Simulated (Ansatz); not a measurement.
Ga2O3 (C2/m, No. 12), treated with r²SCAN in Ansatz (plane waves, PAW).

Run with plane-wave cutoff 500 eV, 14×14×8 k mesh (along the axes of the cell as run), Fermi–Dirac smearing 0.05 eV, scalar-relativistic PAW data made under PBE.

Cell (relaxed at this level):

```
Ga2O3
1.0
    6.12704    -1.51944    -0.00264
    6.12704     1.51944    -0.00264
   -1.38358     0.00000     5.64167
Ga O
4 6
Direct
  0.34130   0.34130   0.68544
  0.65870   0.65870   0.31456
  0.90943   0.90943   0.20509
  0.09057   0.09057   0.79491
  0.50374   0.50374   0.74384
  0.49626   0.49626   0.25616
  0.82668   0.82668   0.43652
  0.17332   0.17332   0.56348
  0.16426   0.16426   0.10921
  0.83574   0.83574   0.89079
```

Give the computed band gap.


- band gap: 3.03 eV (on the SCF k mesh)

Measured, for comparison: band gap 4.85 ± 0.1 eV (room temperature, not corrected to a static lattice, ARPES, indirect, as cited; as tabulated in Mengle et al. (2016), arXiv:1902.02681).

Note: the relaxation could not lower the start's symmetry, so the cell can be a saddle point above a distorted one.

Spin–orbit coupling is not included.

Computed values are for the static lattice.

Cost on a shared machine: roughly 22 core-minutes.

Ansatz is a program for electronic structure.
